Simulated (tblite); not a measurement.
Compound: C4H6NO (doublet state).
Numbering: `[CH3:1][C:2]1=[CH:3][O:4][N:5][CH2:6]1` (hydrogens: H7, H8, H9 on C1; H10 on C3; H11, H12 on C6)
Bond orders are those of one Lewis drawing.

Computed with GFN2-xTB (tblite), gas phase: L-BFGS steps from a force-field or distance-geometry start until the largest atomic force falls under 0.01 eV/Å.

Step 0: E = -502.2067 eV
```
atom  x, y, z in Å  |  force x, y, z in eV/Å
C1     -1.5182    0.1302   -0.0365   -1.594  -0.498  -0.694
C2     -0.0648    0.1653    0.0022   -1.566   0.616   0.512
C3      0.7314    1.2283    0.0371    0.051  -0.505   0.675
O4      2.0219    0.7007    0.0693    0.845   1.315  -2.442
N5      1.9689   -0.5119   -0.6220    0.332  -0.546   2.986
C6      0.7847   -1.0643    0.0411    0.348   0.400  -1.053
H7     -1.8894   -0.5833    0.7134   -0.028   0.352  -0.066
H8     -2.0092    1.1190    0.0888    0.459  -0.696  -0.038
H9     -1.8394   -0.3089   -1.0248    0.161   0.502   0.761
H10     0.4473    2.2807    0.0258    0.779  -0.546   0.167
H11     0.3442   -1.9255   -0.4551    0.276  -0.062   0.112
H12     1.0239   -1.2310    1.1347   -0.063  -0.331  -0.919
```

Step 1: E = -502.5562 eV
```
atom  x, y, z in Å  |  force x, y, z in eV/Å
C1     -1.5410    0.1230   -0.0465   -0.831  -0.196  -0.085
C2     -0.0872    0.1742    0.0095   -0.572   0.165   0.347
C3      0.7321    1.2211    0.0467    0.067  -0.261   0.470
O4      2.0339    0.7195    0.0344    0.071   1.019  -1.999
N5      1.9736   -0.5197   -0.5793    0.803  -0.452   2.094
C6      0.7896   -1.0585    0.0260   -0.218   0.560  -0.353
H7     -1.8898   -0.5783    0.7125   -0.218   0.146   0.069
H8     -2.0026    1.1091    0.0883    0.134  -0.364  -0.029
H9     -1.8371   -0.3017   -1.0140   -0.102   0.191   0.115
H10     0.4584    2.2729    0.0282    0.716  -0.420   0.192
H11     0.3481   -1.9264   -0.4535    0.319  -0.059  -0.026
H12     1.0230   -1.2357    1.1216   -0.168  -0.330  -0.794
```

**Question.** Estimate the geometry and energy of step 2. (The exact step hangs on the optimiser's Hessian estimate; all steps are aligned on step 1, rigid shifts and turns removed.)

**Answer.** E = -502.9674 eV, largest force 1.243 eV/Å
```
atom  x, y, z in Å  |  force x, y, z in eV/Å
C1     -1.5856    0.1116   -0.0550    0.697   0.093   0.727
C2     -0.1214    0.1853    0.0270    0.551  -0.289  -0.017
C3      0.7351    1.2071    0.0702    0.151   0.054  -0.222
O4      2.0431    0.7693   -0.0623   -0.832   0.233  -0.893
N5      2.0076   -0.5415   -0.4748    1.087   0.156   0.517
C6      0.7837   -1.0336    0.0043   -0.647   0.024   0.517
H7     -1.8985   -0.5699    0.7147   -0.542  -0.231   0.327
H8     -1.9939    1.0895    0.0869   -0.465   0.415   0.050
H9     -1.8399   -0.2905   -1.0037   -0.443  -0.285  -0.823
H10     0.4923    2.2523    0.0370    0.471   0.060   0.226
H11     0.3627   -1.9292   -0.4536    0.387   0.155  -0.206
H12     1.0160   -1.2512    1.0835   -0.415  -0.385  -0.203
```

The energy changes by -0.4112 eV. The first-order estimate −F·Δx gives -0.6972 eV and the mean of the old and new forces, exact on a quadratic surface, -0.4107 eV. The step makes an angle of 5° with the force vector and moves no atom by more than 0.112 Å.

The cost below is that of the whole relaxation. Time: 0.39 s wall. Hardware: Arm Neoverse N1, one thread, no GPU, shared host with 64 logical CPUs at a one-minute load of 46.
